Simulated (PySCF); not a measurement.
[SiH5]-: 4 charge schemes on one density

[SiH5]- (charge -1).
Structure used (PBE0-D3(BJ)/def2-SVP), in Å, numbered top down from 1:
```
atom  x, y, z in Å
Si1   -0.0005   -0.0003   -0.0001
H2    -0.0202   -0.0074    1.6314
H3     0.0210    0.0079   -1.6313
H4     1.5457    0.0134    0.0229
H5    -0.7844    1.3328   -0.0039
H6    -0.7616   -1.3464   -0.0190
```

Density: PBE0/pcSseg-1 (PySCF); schemes: Mulliken, IAO, Hirshfeld and ESP-fitted. Geometry: PBE0-D3(BJ)/def2-SVP; no solvent, vibrations or thermal averaging. The pcSseg-1 basis has no diffuse functions, a weakness for an anion. The HOMO energy is positive at this level (+0.22 eV), so the outermost electrons may be held by the finite basis alone.

Task: Give the atomic charges in each scheme.

Result: In e:

```csv
atom,environment,Mulliken,IAO,Hirshfeld,ESP-fitted
Si1,silicon bonded to 5 H,+0.287,+0.309,+0.017,+0.685
H2,hydrogen on Si1,-0.324,-0.345,-0.262,-0.454
H3,hydrogen on Si1,-0.324,-0.345,-0.262,-0.454
H4,hydrogen on Si1,-0.213,-0.206,-0.164,-0.259
H5,hydrogen on Si1,-0.213,-0.206,-0.164,-0.259
H6,hydrogen on Si1,-0.213,-0.206,-0.164,-0.259
```

Mean size of the charges over all atoms: ESP-fitted 0.395 e, IAO 0.270 e, Mulliken 0.262 e, Hirshfeld 0.172 e. Each set sums to the total charge, -1, to within 0.001 e. The Mulliken scheme gives each basis function's population to the atom it is centred on and halves the overlap population of two atoms between them. The IAO scheme projects the occupied orbitals on a minimal set of polarised atomic orbitals and counts the electrons in each atom's part of it.

Lowest charge. All schemes agree: Mulliken H2 and H3 (-0.324); IAO H2 and H3 (-0.345); Hirshfeld H2 and H3 (-0.262); ESP-fitted H2 and H3 (-0.454).

Highest charge. All schemes agree: Mulliken Si1 (+0.287); IAO Si1 (+0.309); Hirshfeld Si1 (+0.017); ESP-fitted Si1 (+0.685).

Task: Sum the charges by element, for elements with more than one atom.

Result: 
| element | atoms | Mulliken | IAO | Hirshfeld | ESP-fitted |
| --- | --- | --- | --- | --- | --- |
| H | 5 | -1.287 | -1.309 | -1.017 | -1.685 |

Task: How many electrons does the ESP-fitted scheme count on Si1?

Result: Z − q = 14 − (+0.685) = 13.315.

These values come from a run that also computed NMR shieldings. The run took 1.3 s wall on Arm Neoverse V2, one thread, no GPU, on a shared host.
